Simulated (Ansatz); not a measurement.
# NH₄⁺ ··· CH₄

The pair of NH₄⁺ (SMILES [NH4+], atoms 1–5) and CH₄ (SMILES C, atoms 6–10), both closed shells, in one local arrangement (a lower one may exist), relaxed at PBE0-D4/def2-TZVP:

N1  (0.160, 0.108, -1.579)
H2  (0.188, 1.099, -1.825)
H3  (-0.611, -0.343, -2.075)
H4  (0.023, 0.009, -0.558)
H5  (1.042, -0.333, -1.850)
C6  (-0.156, -0.105, 1.553)
H7  (0.756, 0.478, 1.402)
H8  (-0.303, -0.208, 2.627)
H9  (-0.062, -1.116, 1.147)
H10  (-1.036, 0.412, 1.159)
(Å)

Computed with Ansatz 0.2.0 (basis: def2-TZVPPD, with def2-QZVPPD for the basis limit); correlated methods freeze the cores. B3LYP uses VWN-RPA correlation. Extrapolation: Hartree–Fock as exp(−7.88 √X), correlation as X^−2.97. Interaction energies count from these two fragments, frozen as in the pair, with the counterpoise correction; negative means bound.

Question: What is the interaction energy by CCSD(T) at an estimated basis limit (MP2 extrapolated from triple and quadruple zeta, plus CCSD(T) − MP2 in triple zeta)? (To be estimated.)

Answer: Computed: -5.71 kcal/mol. Hartree–Fock alone gives -2.92 kcal/mol at the basis limit. It counts from the two fragments frozen as in the pair.

The same quantity by other methods in triple zeta, and each one's difference from that estimate:
```tsv
method	E_int (kcal/mol)	difference
PBE-D4	-6.77	-1.05
revPBE-D4	-5.88	-0.16
BLYP-D4	-5.82	-0.11
r2SCAN-D4	-6.26	-0.54
B97M-V	-5.94	-0.22
PBE0-D4	-6.36	-0.65
B3LYP-D4	-5.83	-0.12
HSE06-D4	-6.35	-0.64
wB97X-V	-5.72	-0.01
wB97M-V	-5.85	-0.14
B2PLYP	-5.18	0.53
HF	-2.88	2.83
MP2	-5.43	0.28
CCSD	-4.98	0.73
CCSD(T)	-5.35	0.37
```
Differences are method less estimate.

Energy to bend the free fragments (PBE0-D4 minima) into their shapes in the pair, CCSD(T)/def2-TZVPPD: NH₄⁺ 0.07 kcal/mol; CH₄ 0.43 kcal/mol. This must be added to the interaction energy to get the binding energy from relaxed fragments.

Basis-set superposition shift (counterpoise-corrected less uncorrected): CCSD(T) 0.30; MP2 0.30; HF 0.02; PBE0-D4 0.03; wB97M-V 0.04 kcal/mol.

The T1 diagnostic stays at or below 0.008.

For scale, one of the runs: CCSD(T)/def2-TZVPPD, 210 basis functions (an equivalent command: `ansatz run in.yaml --threads 2`). The run took 41 s on 2 CPU threads (shared host), with 2.9 GiB of host memory at its peak.
